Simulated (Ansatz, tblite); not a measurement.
**Al(H2S)H3 (AlH₅S): removing and adding an electron**

What does removing or adding an electron cost or gain for Al(H2S)H3 (AlH₅S)? Each charged state is run at several levels.

Method: as each input shows; program: Ansatz 0.2.0, Gaussian basis.

The runs, in order: charge +1 doublet, at the geometry of the singlet (PBE0-D4/def2-TZVP, PBE-D4/def2-TZVP, r2SCAN-D4/def2-TZVP, CCSD(T)/def2-TZVPP); charge -1 doublet, at the geometry of the singlet (PBE0-D4/def2-TZVPD, PBE-D4/def2-TZVPD, r2SCAN-D4/def2-TZVPD, CCSD(T)/def2-TZVPD); the starting singlet's energies come from earlier runs.

### 1 The structure

The geometry is that of the singlet, from an earlier relaxation (PBE0-D4/def2-TZVP).

7 atoms, charge 0, spin multiplicity 1.

Atoms are counted from 1 here; the program's logs count them from 0.

Bond lengths: Al1–S2 2.531 Å, Al1–H5 1.596 Å, Al1–H6 1.597 Å, Al1–H7 1.596 Å, S2–H3 1.344 Å, S2–H4 1.344 Å. Angles: S2–Al1–H5 95.5°, S2–Al1–H6 98.4°, S2–Al1–H7 95.4°, H5–Al1–H6 118.6°, H5–Al1–H7 119.2°, H6–Al1–H7 118.6°, Al1–S2–H3 97.6°, Al1–S2–H4 97.5°, H3–S2–H4 92.5°.

### 2 Charge +1 doublet at the fixed geometry, PBE0-D4/def2-TZVP

in.yaml

```yaml
crystal:
  periodic: [false, false, false]
  atoms:
    - {symbol: Al, position_ang: [0.122220, -0.209670, -1.062943]}
    - {symbol: S, position_ang: [0.145958, -0.242913, 1.467945]}
    - {symbol: H, position_ang: [0.519841, 1.033739, 1.658085]}
    - {symbol: H, position_ang: [-1.152268, 0.046615, 1.658857]}
    - {symbol: H, position_ang: [1.709813, -0.197958, -1.229604]}
    - {symbol: H, position_ang: [-0.677453, 1.157687, -1.269646]}
    - {symbol: H, position_ang: [-0.668111, -1.587499, -1.222685]}
basis:
  gaussian: {orbitals: def2-TZVP}
total_charge: 1
magnetization: {spin_polarized: true, initial_magnetization: 1}
hamiltonian: {xc: pbe0, dispersion: d4}
output: {orbitals: {seedname: orbitals}}
```

Launch:

```bash
$ ansatz run in.yaml --threads 2 --pin off --events-out ev --progress --plain --max-ram 31744MiB --backend cpu
```

What it wrote:

```text
Functional definition: PBE0
  name "PBE0"
  cite "Adamo & Barone, J. Chem. Phys. 110, 6158 (1999) doi:10.1063/1.478522"
  cite "Perdew, Burke & Ernzerhof, Phys. Rev. Lett. 77, 3865 (1996) doi:10.1103/PhysRevLett.77.3865"
  parent pbe
  parameter a = 0.25
  parameter kappa = 0.804
  parameter beta = 0.06672455060314922
  exchange = (1 - a)*pbe_x(kappa = kappa, mu = beta*pi^2/3) + a*exact_x
  correlation = pbe_c(beta = beta)
770 factors; their error is unknown
mean field evaluation 1: about -17494.7570 eV, gradient 1.8e1 eV
mean field evaluation 2: about -17490.0195 eV, gradient 2.8e1 eV
mean field evaluation 4: about -17496.5921 eV, gradient 2.7e0 eV
mean field evaluation 8: about -17496.6641 eV, gradient 1.3e-1 eV
mean field evaluation 16: about -17496.6988 eV, gradient 6.1e-3 eV
mean field evaluation 32: about -17496.3078 eV, gradient 5.1e0 eV
mean field -17496.69884504 eV, -642.9918228668 hartree, gradient 1.0e-5 eV, S^2 0.763864; 5 other end points of the search recorded, 0 dependent functions left out
reference -17496.69887794 eV, -642.9918240758 hartree; 17, 16 occupied and 87, 88 virtual orbitals, 770 factors
Total energy: -17496.76844022 eV, -642.9943804424 hartree
```

It took 7 s on 2 threads of AMD EPYC 7R13, shared host.

From the report: HOMO -13.80 eV, LUMO -12.33 eV (over both spins); ⟨S²⟩ 0.764 (pure: 0.75); the next solution that the search met lies 0.026 eV higher.

### 3 Charge +1 doublet at the fixed geometry, PBE-D4/def2-TZVP

start.molden holds the orbitals of an earlier run on this state, given as this run's starting guess.

in.yaml, as its differences from that of step 2:

```diff
@@ -11,6 +11,7 @@
 basis:
-  gaussian: {orbitals: def2-TZVP}
+  gaussian: {orbitals: def2-TZVP, initial_orbitals: start.molden}
 total_charge: 1
 magnetization: {spin_polarized: true, initial_magnetization: 1}
-hamiltonian: {xc: pbe0, dispersion: d4}
+hamiltonian: {xc: pbe, dispersion: d4}
+scf: {omitted_lower_state_checks: [starts]}
 output: {orbitals: {seedname: orbitals}}
```

Same command.

What it wrote:

```text
Functional definition: PBE
  name "PBE"
  cite "Perdew, Burke & Ernzerhof, Phys. Rev. Lett. 77, 3865 (1996) doi:10.1103/PhysRevLett.77.3865"
  parent pbe
  parameter kappa = 0.804
  parameter beta = 0.06672455060314922
  exchange = pbe_x(kappa = kappa, mu = beta*pi^2/3)
  correlation = pbe_c(beta = beta)
these checks for a lower state are left out or cut short: starts
740 factors; their error is unknown
mean field evaluation 1: about -17495.1892 eV, gradient 6.9e0 eV
mean field evaluation 2: about -17495.2653 eV, gradient 1.4e-1 eV
mean field evaluation 4: about -17495.2577 eV, gradient 2.4e-2 eV
mean field evaluation 8: about -17495.2577 eV, gradient 1.3e-5 eV
mean field -17495.25774618 eV, -642.9388634605 hartree, gradient 1.3e-5 eV, S^2 0.756620; 0 other end points of the search recorded, 0 dependent functions left out
reference -17495.25779002 eV, -642.9388650716 hartree; 17, 16 occupied and 87, 88 virtual orbitals, 740 factors
Total energy: -17495.34037791 eV, -642.9419001207 hartree
Checks for a lower state left out: starts
```

Run time: 1.4 s. Hardware: 2 threads of AMD EPYC 7R13, shared host.

From the report: HOMO -12.85 eV, LUMO -13.06 eV (over both spins; with the spin held, an empty level of the minority spin lies below the top filled one); ⟨S²⟩ 0.757 (pure: 0.75).

### 4 Charge +1 doublet at the fixed geometry, r2SCAN-D4/def2-TZVP

in.yaml, as its differences from that of step 3:

```diff
@@ -14,3 +14,3 @@
 magnetization: {spin_polarized: true, initial_magnetization: 1}
-hamiltonian: {xc: pbe, dispersion: d4}
+hamiltonian: {xc: r2scan, dispersion: d4}
 scf: {omitted_lower_state_checks: [starts]}
```

Launched as before.

What it wrote:

```text
Functional definition: r2SCAN
  name "r2SCAN"
  cite "Furness, Kaplan, Ning, Perdew & Sun, J. Phys. Chem. Lett. 11, 8208 (2020) doi:10.1021/acs.jpclett.0c02405"
  cite "Furness, Kaplan, Ning, Perdew & Sun, J. Phys. Chem. Lett. 11, 9248 (2020) doi:10.1021/acs.jpclett.0c03077"
  parent r2scan
  parameter k0 = 0.174
  parameter k1 = 0.065
  parameter a1 = 4.9479
  exchange = r2scan_x(k0 = k0, k1 = k1, a1 = a1)
  correlation = r2scan_c
these checks for a lower state are left out or cut short: starts
740 factors; their error is unknown
mean field evaluation 1: about -17502.3053 eV, gradient 4.7e0 eV
mean field evaluation 2: about -17502.3334 eV, gradient 6.2e-2 eV
mean field evaluation 4: about -17502.3215 eV, gradient 7.7e-4 eV
mean field evaluation 8: about -17502.3215 eV, gradient 1.6e-5 eV
mean field -17502.32148819 eV, -643.1984511913 hartree, gradient 1.6e-5 eV, S^2 0.766079; 0 other end points of the search recorded, 0 dependent functions left out
reference -17502.32150441 eV, -643.1984517876 hartree; 17, 16 occupied and 87, 88 virtual orbitals, 740 factors
Total energy: -17502.34008249 eV, -643.1991345192 hartree
Checks for a lower state left out: starts
```

Run time: 2.8 s. Hardware: 2 threads of AMD EPYC 7R13, shared host.

HOMO -13.00 eV, LUMO -12.94 eV (over both spins); ⟨S²⟩ 0.766 (pure: 0.75).

### 5 Charge +1 doublet at the fixed geometry, CCSD(T)/def2-TZVPP

in.yaml, as its differences from that of step 4:

```diff
@@ -11,7 +11,7 @@
 basis:
-  gaussian: {orbitals: def2-TZVP, initial_orbitals: start.molden}
+  gaussian: {orbitals: def2-TZVPP, initial_orbitals: start.molden}
 total_charge: 1
 magnetization: {spin_polarized: true, initial_magnetization: 1}
-hamiltonian: {xc: r2scan, dispersion: d4}
-scf: {omitted_lower_state_checks: [starts]}
+correlation: {method: ccsd_t}
+scf: {omitted_lower_state_checks: [starts, cluster_reference]}
 output: {orbitals: {seedname: orbitals}}
```

Launch:

```bash
$ ansatz run in.yaml --threads 2 --pin off --events-out ev --progress --plain --max-ram 31744MiB --backend cuda --devices 0, --max-vram 18GiB
```

What it wrote:

```text
Functional definition: HF
  name "HF"
  cite "Fock, Z. Phys. 61, 126 (1930) doi:10.1007/BF01340294"
  parent pbe
  exchange = exact_x
  correlation = 0
these checks for a lower state are left out or cut short: starts, cluster_reference
858 factors; integrals over basis functions are off by at most 1.8e-3 eV
mean field evaluation 1: about -17469.1184 eV, gradient 2.0e1 eV
mean field evaluation 2: about -17469.8066 eV, gradient 1.1e0 eV
mean field evaluation 4: about -17469.8686 eV, gradient 3.4e-3 eV
mean field evaluation 8: about -17469.8747 eV, gradient 1.9e-6 eV
mean field -17469.87470999 eV, -642.0060540859 hartree, gradient 8.7e-6 eV, S^2 0.770860; 0 other end points of the search recorded, 0 dependent functions left out
10 core orbitals not correlated: weight in the atoms' cores, before any rotation towards them, 1.000 or more for the frozen orbitals, at most 0.000 for the correlated occupied ones
reference -17469.87470999 eV, -642.0060540859 hartree; 7, 6 occupied and 137, 138 virtual orbitals, 858 factors
second order -7.27477991 eV of doubles, -0.00000000 eV of singles
cycle   1  -8.07177587 eV  change   -8.0e-1 eV  update   7.7e-2
cycle   2  -8.42654920 eV  change   -3.5e-1 eV  update   3.4e-2
cycle   3  -8.46907603 eV  change   -4.3e-2 eV  update   1.9e-2
cycle   4  -8.47428506 eV  change   -5.2e-3 eV  update   1.2e-2
cycle   5  -8.48080035 eV  change   -6.5e-3 eV  update   7.4e-3
cycle   6  -8.48543976 eV  change   -4.6e-3 eV  update   5.1e-3
cycle   7  -8.48845626 eV  change   -3.0e-3 eV  update   3.4e-3
cycle   8  -8.48979599 eV  change   -1.3e-3 eV  update   2.2e-3
cycle   9  -8.48960367 eV  change    1.9e-4 eV  update   1.2e-3
cycle  10  -8.48969604 eV  change   -9.2e-5 eV  update   4.6e-4
cycle  11  -8.48978765 eV  change   -9.2e-5 eV  update   1.5e-4
cycle  12  -8.48974888 eV  change    3.9e-5 eV  update   5.2e-5
cycle  13  -8.48973415 eV  change    1.5e-5 eV  update   2.6e-5
cycle  14  -8.48970953 eV  change    2.5e-5 eV  update   1.7e-5
cycle  15  -8.48970182 eV  change    7.7e-6 eV  update   1.4e-5
perturbative correction -0.31637648 eV, -0.0116266211 hartree
Total energy: -17478.68078829 eV, -642.3296714945 hartree
Checks for a lower state left out: starts, cluster_reference
```

It took 2 s on 1 × H100 (card shared with other runs) with 2 threads of AMD EPYC 7R13, shared host; peak host memory 0.81 GiB.

Report: Hartree-Fock HOMO -16.33 eV, LUMO -8.55 eV (over both spins); ⟨S²⟩ 0.771 (pure: 0.75); T1 0.031.

### 6 Vertical ionisation energy

Charged state less starting state, singlet to doublet; the starting state's energies are those of its earlier runs.

Differences are taken before rounding.

| method | vertical ionisation energy (eV) | from CCSD(T)/def2-TZVPP (eV) | time |
| --- | --- | --- | --- |
| HF/def2-TZVPP | 9.70 | -0.73 |  |
| PBE-D4/def2-TZVP | 9.86 | -0.57 | 2 s |
| r2SCAN-D4/def2-TZVP | 9.98 | -0.46 | 4.1 s |
| PBE0-D4/def2-TZVP | 10.13 | -0.31 | 8.1 s |
| MP2/def2-TZVPP | 10.41 | -0.02 |  |
| CCSD/def2-TZVPP | 10.45 | +0.02 |  |
| CCSD(T)/def2-TZVPP | 10.44 | 0 | 8.5 s |

Some runs used a GPU and others CPU threads alone, so the times don't compare the methods' cost.

Times add the two runs; a level without a time comes out of a correlated run.

Beside −ε(HOMO) of the starting state:

| level | −ε(HOMO) (eV) | by difference (eV) | mismatch (eV) |
| --- | --- | --- | --- |
| PBE-D4/def2-TZVP | 6.55 | 9.86 | -3.32 |
| r2SCAN-D4/def2-TZVP | 6.86 | 9.98 | -3.12 |
| PBE0-D4/def2-TZVP | 7.81 | 10.13 | -2.32 |

### 7 Charge -1 doublet at the fixed geometry, PBE0-D4/def2-TZVPD

in.yaml, as its differences from that of step 5:

```diff
@@ -11,7 +11,6 @@
 basis:
-  gaussian: {orbitals: def2-TZVPP, initial_orbitals: start.molden}
-total_charge: 1
+  gaussian: {orbitals: def2-TZVPD}
+total_charge: -1
 magnetization: {spin_polarized: true, initial_magnetization: 1}
-correlation: {method: ccsd_t}
-scf: {omitted_lower_state_checks: [starts, cluster_reference]}
+hamiltonian: {xc: pbe0, dispersion: d4}
 output: {orbitals: {seedname: orbitals}}
```

Launch:

```bash
$ ansatz run in.yaml --threads 2 --pin off --events-out ev --progress --plain --max-ram 31744MiB --backend cpu
```

What it wrote:

```text
Functional definition: PBE0
  name "PBE0"
  cite "Adamo & Barone, J. Chem. Phys. 110, 6158 (1999) doi:10.1063/1.478522"
  cite "Perdew, Burke & Ernzerhof, Phys. Rev. Lett. 77, 3865 (1996) doi:10.1103/PhysRevLett.77.3865"
  parent pbe
  parameter a = 0.25
  parameter kappa = 0.804
  parameter beta = 0.06672455060314922
  exchange = (1 - a)*pbe_x(kappa = kappa, mu = beta*pi^2/3) + a*exact_x
  correlation = pbe_c(beta = beta)
864 factors; their error is unknown
mean field evaluation 1: about -17503.5324 eV, gradient 1.6e1 eV
mean field evaluation 2: about -17501.0035 eV, gradient 2.4e1 eV
mean field evaluation 4: about -17506.4197 eV, gradient 1.6e0 eV
mean field evaluation 8: about -17506.4702 eV, gradient 1.8e-1 eV
mean field evaluation 16: about -17506.5088 eV, gradient 9.9e-4 eV
mean field evaluation 32: about -17506.0623 eV, gradient 2.3e0 eV
mean field -17506.50884261 eV, -643.3523336279 hartree, gradient 3.2e-5 eV, S^2 0.750551; 9 other end points of the search recorded, 0 dependent functions left out
reference -17506.50888160 eV, -643.3523350610 hartree; 18, 17 occupied and 116, 117 virtual orbitals, 864 factors
Total energy: -17506.63107612 eV, -643.3568256265 hartree
```

Run time: 5.5 s. Hardware: 2 threads of AMD EPYC 7R13, shared host.

From the report: HOMO 1.47 eV, LUMO 2.92 eV (over both spins); ⟨S²⟩ 0.751 (pure: 0.75). Doubts: highest occupied level lies above zero.

### 8 Charge -1 doublet at the fixed geometry, PBE-D4/def2-TZVPD

in.yaml, as its differences from that of step 7:

```diff
@@ -11,6 +11,7 @@
 basis:
-  gaussian: {orbitals: def2-TZVPD}
+  gaussian: {orbitals: def2-TZVPD, initial_orbitals: start.molden}
 total_charge: -1
 magnetization: {spin_polarized: true, initial_magnetization: 1}
-hamiltonian: {xc: pbe0, dispersion: d4}
+hamiltonian: {xc: pbe, dispersion: d4}
+scf: {omitted_lower_state_checks: [starts]}
 output: {orbitals: {seedname: orbitals}}
```

Launched as before.

What it wrote:

```text
Functional definition: PBE
  name "PBE"
  cite "Perdew, Burke & Ernzerhof, Phys. Rev. Lett. 77, 3865 (1996) doi:10.1103/PhysRevLett.77.3865"
  parent pbe
  parameter kappa = 0.804
  parameter beta = 0.06672455060314922
  exchange = pbe_x(kappa = kappa, mu = beta*pi^2/3)
  correlation = pbe_c(beta = beta)
these checks for a lower state are left out or cut short: starts
812 factors; their error is unknown
mean field evaluation 1: about -17504.8531 eV, gradient 6.9e0 eV
mean field evaluation 2: about -17504.9208 eV, gradient 1.3e-1 eV
mean field evaluation 4: about -17504.9133 eV, gradient 1.8e-2 eV
mean field evaluation 8: about -17504.9133 eV, gradient 4.0e-5 eV
mean field -17504.91330751 eV, -643.2936987948 hartree, gradient 1.2e-5 eV, S^2 0.750565; 0 other end points of the search recorded, 0 dependent functions left out
reference -17504.91336128 eV, -643.2937007705 hartree; 18, 17 occupied and 116, 117 virtual orbitals, 812 factors
Total energy: -17505.05802647 eV, -643.2990171184 hartree
Checks for a lower state left out: starts
```

Wall time 2.3 s (2 threads of AMD EPYC 7R13, shared host).

From the report: HOMO 1.83 eV, LUMO 2.37 eV (over both spins); ⟨S²⟩ 0.751 (pure: 0.75). Doubts: highest occupied level lies above zero.

### 9 Charge -1 doublet at the fixed geometry, r2SCAN-D4/def2-TZVPD

in.yaml, as its differences from that of step 8:

```diff
@@ -14,3 +14,3 @@
 magnetization: {spin_polarized: true, initial_magnetization: 1}
-hamiltonian: {xc: pbe, dispersion: d4}
+hamiltonian: {xc: r2scan, dispersion: d4}
 scf: {omitted_lower_state_checks: [starts]}
```

Launched as before.

What it wrote:

```text
Functional definition: r2SCAN
  name "r2SCAN"
  cite "Furness, Kaplan, Ning, Perdew & Sun, J. Phys. Chem. Lett. 11, 8208 (2020) doi:10.1021/acs.jpclett.0c02405"
  cite "Furness, Kaplan, Ning, Perdew & Sun, J. Phys. Chem. Lett. 11, 9248 (2020) doi:10.1021/acs.jpclett.0c03077"
  parent r2scan
  parameter k0 = 0.174
  parameter k1 = 0.065
  parameter a1 = 4.9479
  exchange = r2scan_x(k0 = k0, k1 = k1, a1 = a1)
  correlation = r2scan_c
these checks for a lower state are left out or cut short: starts
812 factors; their error is unknown
mean field evaluation 1: about -17511.9632 eV, gradient 4.8e0 eV
mean field evaluation 2: about -17511.9943 eV, gradient 7.6e-2 eV
mean field evaluation 4: about -17511.9840 eV, gradient 5.5e-3 eV
mean field evaluation 8: about -17511.9840 eV, gradient 8.9e-5 eV
mean field -17511.98403445 eV, -643.5535432168 hartree, gradient 7.5e-6 eV, S^2 0.751571; 0 other end points of the search recorded, 0 dependent functions left out
reference -17511.98407415 eV, -643.5535446760 hartree; 18, 17 occupied and 116, 117 virtual orbitals, 812 factors
Total energy: -17512.01856137 eV, -643.5548120578 hartree
Checks for a lower state left out: starts
```

Run time: 4.3 s. Hardware: 2 threads of AMD EPYC 7R13, shared host.

Report: HOMO 1.83 eV, LUMO 2.58 eV (over both spins); ⟨S²⟩ 0.752 (pure: 0.75). Doubts: highest occupied level lies above zero.

### 10 Charge -1 doublet at the fixed geometry, CCSD(T)/def2-TZVPD

in.yaml, as its differences from that of step 9:

```diff
@@ -14,4 +14,4 @@
 magnetization: {spin_polarized: true, initial_magnetization: 1}
-hamiltonian: {xc: r2scan, dispersion: d4}
-scf: {omitted_lower_state_checks: [starts]}
+correlation: {method: ccsd_t}
+scf: {omitted_lower_state_checks: [starts, cluster_reference]}
 output: {orbitals: {seedname: orbitals}}
```

The command is unchanged.

What it wrote:

```text
Functional definition: HF
  name "HF"
  cite "Fock, Z. Phys. 61, 126 (1930) doi:10.1007/BF01340294"
  parent pbe
  exchange = exact_x
  correlation = 0
these checks for a lower state are left out or cut short: starts, cluster_reference
934 factors; integrals over basis functions are off by at most 1.1e-3 eV
mean field evaluation 1: about -17478.1097 eV, gradient 1.9e1 eV
mean field evaluation 2: about -17478.6217 eV, gradient 7.7e-1 eV
mean field evaluation 4: about -17478.7084 eV, gradient 1.7e-1 eV
mean field evaluation 8: about -17478.7102 eV, gradient 2.0e-5 eV
a density is far from that of the atoms, so the factors are made again for it
953 factors; integrals over basis functions are off by at most 1.1e-3 eV
mean field evaluation 16: about -17478.6673 eV, gradient 8.4e-1 eV
mean field -17478.71016139 eV, -642.3307509360 hartree, gradient 4.0e-6 eV, S^2 0.750786; 1 other end points of the search recorded, 0 dependent functions left out
10 core orbitals not correlated: weight in the atoms' cores, before any rotation towards them, 1.000 or more for the frozen orbitals, at most 0.000 for the correlated occupied ones
reference -17478.71016139 eV, -642.3307509360 hartree; 8, 7 occupied and 116, 117 virtual orbitals, 953 factors
second order -7.86786533 eV of doubles, -0.00000000 eV of singles
cycle   1  -8.80128052 eV  change   -9.3e-1 eV  update   9.6e-2
cycle   2  -9.20854369 eV  change   -4.1e-1 eV  update   4.4e-2
cycle   3  -9.25176114 eV  change   -4.3e-2 eV  update   2.9e-2
cycle   4  -9.22864766 eV  change    2.3e-2 eV  update   1.9e-2
cycle   5  -9.22787962 eV  change    7.7e-4 eV  update   6.5e-3
cycle   6  -9.22989295 eV  change   -2.0e-3 eV  update   2.1e-3
cycle   7  -9.23049624 eV  change   -6.0e-4 eV  update   8.2e-4
cycle   8  -9.23075376 eV  change   -2.6e-4 eV  update   3.4e-4
cycle   9  -9.23071260 eV  change    4.1e-5 eV  update   1.7e-4
cycle  10  -9.23069161 eV  change    2.1e-5 eV  update   9.2e-5
cycle  11  -9.23071741 eV  change   -2.6e-5 eV  update   4.9e-5
cycle  12  -9.23070974 eV  change    7.7e-6 eV  update   2.8e-5
cycle  13  -9.23071454 eV  change   -4.8e-6 eV  update   1.4e-5
perturbative correction -0.33586903 eV, -0.0123429592 hartree
Total energy: -17488.27674496 eV, -642.6823163976 hartree
Checks for a lower state left out: starts, cluster_reference
```

Run time: 19 s. Hardware: 2 threads of AMD EPYC 7R13, shared host; peak memory 1.5 GiB.

Report: Hartree-Fock HOMO 0.73 eV, LUMO 3.96 eV (over both spins); ⟨S²⟩ 0.751 (pure: 0.75); T1 0.045. Doubts: highest occupied level lies above zero.

### 11 Vertical electron affinity

Starting state less charged state (positive: the electron is bound), singlet to doublet; the starting state's energies are those of its earlier runs.

| method | vertical electron affinity (eV) | from CCSD(T)/def2-TZVPD (eV) | time |
| --- | --- | --- | --- |
| HF/def2-TZVPD | -0.85 | -0.39 |  |
| PBE-D4/def2-TZVPD | -0.17 | +0.29 | 3.2 s |
| r2SCAN-D4/def2-TZVPD | -0.32 | +0.14 | 6 s |
| PBE0-D4/def2-TZVPD | -0.29 | +0.17 | 6.8 s |
| MP2/def2-TZVPD | -0.55 | -0.09 |  |
| CCSD/def2-TZVPD | -0.51 | -0.05 |  |
| CCSD(T)/def2-TZVPD | -0.46 | 0 | 23 s |

Some runs used a GPU and others CPU threads alone, so the times don't compare the methods' cost.

Times add the two runs; a level without a time comes out of a correlated run.

Beside −ε(LUMO) of the starting state:

| level | −ε(LUMO) (eV) | by difference (eV) | mismatch (eV) |
| --- | --- | --- | --- |
| PBE-D4/def2-TZVPD | 1.72 | -0.17 | +1.89 |
| r2SCAN-D4/def2-TZVPD | 1.42 | -0.32 | +1.74 |
| PBE0-D4/def2-TZVPD | 0.77 | -0.29 | +1.07 |

### 12 Results

| quantity | value |
| --- | --- |
| vertical ionisation energy, functionals in def2-TZVP | 9.86 (PBE-D4) to 10.13 eV (PBE0-D4) |
| vertical ionisation energy, CCSD(T)/def2-TZVPP | 10.44 eV |
| vertical electron affinity, functionals in def2-TZVPD | -0.32 (r2SCAN-D4) to -0.17 eV (PBE-D4) |
| vertical electron affinity, CCSD(T)/def2-TZVPD | -0.46 eV |

In words: The vertical ionisation energy spans 9.86 to 10.13 eV over the functionals, beside 10.44 eV from CCSD(T)/def2-TZVPP. −ε(HOMO) misses the level's own difference by -2.32 eV at best (PBE0-D4) and -3.32 eV at worst (PBE-D4). The reference is CCSD(T) in one finite basis, so it carries an error of its own, often a tenth of an eV or more, and near misses can't be ranked. The vertical electron affinity spans -0.32 to -0.17 eV over the functionals, beside -0.46 eV from CCSD(T)/def2-TZVPD. A negative affinity means an unbound electron, held by the basis alone. −ε(LUMO) misses the level's own difference by +1.07 eV at best (PBE0-D4) and +1.89 eV at worst (PBE-D4).
